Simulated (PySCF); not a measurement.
Molecule: 5-methyl-1,3-cyclopentadiene (CC1C=CC=C1, C6H8).

Molfile (atoms numbered from 1):
```
C6H8
     RDKit          3D

 14 14  0  0  0  0  0  0  0  0999 V2000
    1.7492   -0.2604    0.1217 C   0  0  0  0  0  0  0  0  0  0  0  0
    0.2835   -0.0920    0.5219 C   0  0  0  0  0  0  0  0  0  0  0  0
   -0.4108    1.0748   -0.1183 C   0  0  0  0  0  0  0  0  0  0  0  0
   -1.5292    0.6481   -0.7408 C   0  0  0  0  0  0  0  0  0  0  0  0
   -1.6482   -0.8017   -0.5703 C   0  0  0  0  0  0  0  0  0  0  0  0
   -0.6021   -1.2474    0.1559 C   0  0  0  0  0  0  0  0  0  0  0  0
    2.3408    0.6227    0.4070 H   0  0  0  0  0  0  0  0  0  0  0  0
    2.1948   -1.1382    0.6140 H   0  0  0  0  0  0  0  0  0  0  0  0
    1.8378   -0.3955   -0.9668 H   0  0  0  0  0  0  0  0  0  0  0  0
    0.2365    0.0425    1.6230 H   0  0  0  0  0  0  0  0  0  0  0  0
   -0.0416    2.1005   -0.0663 H   0  0  0  0  0  0  0  0  0  0  0  0
   -2.2424    1.2698   -1.2854 H   0  0  0  0  0  0  0  0  0  0  0  0
   -2.4610   -1.4097   -0.9723 H   0  0  0  0  0  0  0  0  0  0  0  0
   -0.4016   -2.2794    0.4488 H   0  0  0  0  0  0  0  0  0  0  0  0
  1  2  1  0
  2  3  1  0
  3  4  2  0
  4  5  1  0
  5  6  2  0
  6  2  1  0
  1  7  1  0
  1  8  1  0
  1  9  1  0
  2 10  1  0
  3 11  1  0
  4 12  1  0
  5 13  1  0
  6 14  1  0
M  END
```

Geometry PBE0-D3(BJ)/def2-SVP throughout; GIAO in PySCF 2.14, gas phase, one conformer, non-relativistic; equivalent atoms averaged; basis pcSseg-1.

For orientation, OPBE gives these shifts δ (against TMS at the same level): C3/C6 140.2, C4/C5 131.5, C2 50.9, C1 15.6, H11/H14 6.56, H12/H13 6.61, H10 3.14, H7/H8/H9 1.14 ppm.

A run gave: C3/C6 149.2, C4/C5 139.1, C2 51.3, C1 15.4, H11/H14 6.57, H12/H13 6.57, H10 2.99, H7/H8/H9 1.13 ppm (shifts δ (against TMS at the same level)).

Which functional was used in that run?
A. KT3
B. mPW1PW91
C. BLYP
D. KT2

## Answers

B. C4/C5 tells them apart best: mPW1PW91 gives 139.1, KT3 gives 126.9, KT2 gives 128.7, BLYP gives 137.3 ppm.
